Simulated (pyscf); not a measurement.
Structures and frequencies: ωB97X-D3(BJ)/def2-SVP in PySCF.

Estimate by transition-state theory the rate constant of `[AsH]=[SiH][AsH2]` + `[H][H]` → `[SiH][AsH2]` [singlet] + `[AsH3]` (singlet surface; As–Si, H–H broken, As–H, As–H formed) at 1200 K, with ωB97M-D3(BJ)/def2-TZVP energies (ideal gas, 1 atm, RRHO with modes under 100 cm⁻¹ raised to 100, one conformer, R ln 2 for rigid chiral ones; no tunnelling).

The electronic barrier is 43.2 kcal/mol and the thermal terms add +33.9, so ΔG‡ = 77.1 kcal/mol. With k_BT/h = 2.50e+13 s⁻¹ and RT = 2.385 kcal/mol, and a volume of 1.64e-19 cm³ per molecule at 1 atm, k = 3.7e-20 cm³ molecule⁻¹ s⁻¹. Wigner's tunnelling factor for 860i cm⁻¹ would be 1.04. A shift of 1 kcal/mol in the barrier changes k by a factor 1.5. On the product side the descent ends in an adduct with a As–Si contact, 7.1 kcal/mol under the separated species and 25.3 kcal/mol under the saddle at ωB97X-D3(BJ)/def2-TZVP. What is counted as broken (As–Si) persists as a longer contact in the product adduct; parting that adduct is a step of its own. At ωB97X-D3(BJ) the barrier from the zero used here is 45.7 kcal/mol. HAs=SiH–AsH₂ lies 20.2 kcal/mol over its isomer cyclic H₄As₂Si (SMILES [SiH2]1[AsH][AsH]1), and others may lie lower still (electronic energy, ωB97M-D3(BJ)). :HSi–AsH₂ [singlet] lies 16.8 kcal/mol over its isomer H₂Si=AsH, and others may lie lower still (electronic energy, ωB97M-D3(BJ)). This is the saddle that the search found; another between the same sides may lie lower. Elements up to Kr have no core potential and no relativistic terms here.
